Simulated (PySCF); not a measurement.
Rows and methods have been separated. Pair them.

ClF.
InChI=1S/ClF/c1-2

The closed-shell ground state was solved 6 times with PySCF (density fitting, gas phase), always with PBE0, in these basis sets: 6-311+G(2d,p), STO-3G, def2-SVP, pcSseg-0, pcSseg-1 and pcSseg-2. Geometry: PBE0-D3(BJ)/def2-SVP; no solvent, vibrations or thermal averaging.

```
row  total energy (Eh)  HOMO (eV)  LUMO (eV)  dipole (D)
  P          -559.7772      -9.54      -3.26        1.01
  Q          -559.6777      -9.50      -3.14        1.09
  R          -553.2824      -6.44       1.12        0.51
  S          -559.7533      -9.57      -3.41        0.97
  T          -558.9483      -9.40      -2.83        1.12
  U          -559.4761      -9.25      -2.79        1.15
```

Q: Which basis belongs to which row?

A: P = pcSseg-2, Q = pcSseg-1, R = STO-3G, S = 6-311+G(2d,p), T = pcSseg-0, U = def2-SVP. From the lowest total energy up: pcSseg-2 (79 functions) 0 eV; 6-311+G(2d,p) (62 functions) +0.65 eV; pcSseg-1 (41 functions) +2.71 eV; def2-SVP (32 functions) +8.19 eV; pcSseg-0 (22 functions) +22.56 eV; STO-3G (14 functions) +176.73 eV.
